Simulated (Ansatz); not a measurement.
# AlBH2 (singlet): wave-function methods side by side at distance B1–Al2 = 2.240 Å, 6-31G

Aim: climb from Hartree-Fock through coupled cluster and multireference methods for AlBH2 (singlet) at one geometry and basis, and see what each rung misses.

The runs use Ansatz 0.2.0, Gaussian basis; 6-31G, core rule «outside noble gas», up to 6 orbitals frozen.

To be run: UHF; CCSD(T) on RHF; CCSD(T) on UHF; BCCD(T) on RHF; CISD; CCSDT(Q) on RHF; CCSDT(Q) on UHF; CCSDTQ on RHF; CCSDTQ on UHF; CASSCF and MRCISD+Q, 2 electrons in 2 orbitals; CASSCF and NEVPT2, 2 electrons in 2 orbitals; CASSCF and MRCISD+Q, 8 electrons in 10 orbitals; CASSCF and NEVPT4(SD), 8 electrons in 10 orbitals; CASSCF and NEVPT2, 8 electrons in 10 orbitals; Full CI.

## 1. The system

The geometry derives from a PBE0/def2-TZVP stationary point (not a proven minimum). One bond is set to the value named and the two fragments are kept rigid.

4 atoms, charge 0, spin multiplicity 1.

Atoms are counted from 1 here; the program's logs count them from 0.

Bond lengths: B1–Al2 2.240 Å, B1–H3 1.206 Å, B1–H4 1.206 Å. Angles: Al2–B1–H3 123.6°, Al2–B1–H4 123.6°, H3–B1–H4 112.9°.

## 2. UHF

Contents of in.yaml:

```yaml
crystal:
  periodic: [false, false, false]
  atoms:
    - {symbol: B, position_ang: [0.000000, 0.000000, 1.484785]}
    - {symbol: Al, position_ang: [0.000000, 0.000000, -0.755666]}
    - {symbol: H, position_ang: [0.000000, 1.004980, 2.151421]}
    - {symbol: H, position_ang: [0.000000, -1.004980, 2.151421]}
basis:
  gaussian: {orbitals: 6-31G}
magnetization: {spin_polarized: true, initial_magnetization: 0}
hamiltonian: {xc: hf}
output: {orbitals: {seedname: orbitals}}
```

Command:

```sh
$ ansatz run in.yaml --threads 1 --pin off --events-out ev --progress --plain --max-ram 3968MiB --backend cpu
```

After this run come: CCSD(T) on RHF; CCSD(T) on UHF; BCCD(T) on RHF; CISD; CCSDT(Q) on RHF; CCSDT(Q) on UHF; CCSDTQ on RHF; CCSDTQ on UHF; CASSCF and MRCISD+Q, 2 electrons in 2 orbitals; CASSCF and NEVPT2, 2 electrons in 2 orbitals; CASSCF and MRCISD+Q, 8 electrons in 10 orbitals; CASSCF and NEVPT4(SD), 8 electrons in 10 orbitals; CASSCF and NEVPT2, 8 electrons in 10 orbitals; Full CI.

Q: Predict the results of all the runs planned. Wanted: FCI below the RHF energy; RMP2 from FCI; UMP2 from FCI; RCCSD from FCI; RCCSD(T) from FCI; UCCSD(T) from FCI; RCCSDT(Q) from FCI; UCCSDT(Q) from FCI; MRCISD+Q pair from FCI.

As calculated:

| quantity | value |
| --- | --- |
| FCI below the RHF energy | -2.9097 eV |
| RMP2 from FCI | +847.1 meV |
| UMP2 from FCI | +896.1 meV |
| RCCSD from FCI | +66.4 meV |
| RCCSD(T) from FCI | +18.9 meV |
| UCCSD(T) from FCI | +25.7 meV |
| RCCSDT(Q) from FCI | +1.3 meV |
| UCCSDT(Q) from FCI | +2.1 meV |
| MRCISD+Q pair from FCI | -12.5 meV |
| NEVPT2 valence from FCI | +237.4 meV |
| NEVPT4(SD) valence from FCI | +45.1 meV |
| levels within 1 kcal/mol (43 meV) | RCCSD(T), UCCSD(T), BCCD(T), RCCSDT, UCCSDT, RCCSDT(Q), UCCSDT(Q), RCCSDTQ, UCCSDTQ, MRCISD+Q pair, MRCISD valence, MRCISD+Q valence |
| T1 diagnostic | 0.012 |
| effectively unpaired electrons | 0.10 |

In words: RCCSD(T) lands +18.9 meV from the yardstick (0.7 % of the correlation energy). MRCISD+Q pair falls below full CI: the +Q correction isn't variational, and the cores differ from full CI's. One determinant dominates. Of the multireference levels listed MRCISD+Q valence comes nearest in total energy (+10.3 meV), which doesn't show that its space is the better one. These misses are within one basis, not against nature.
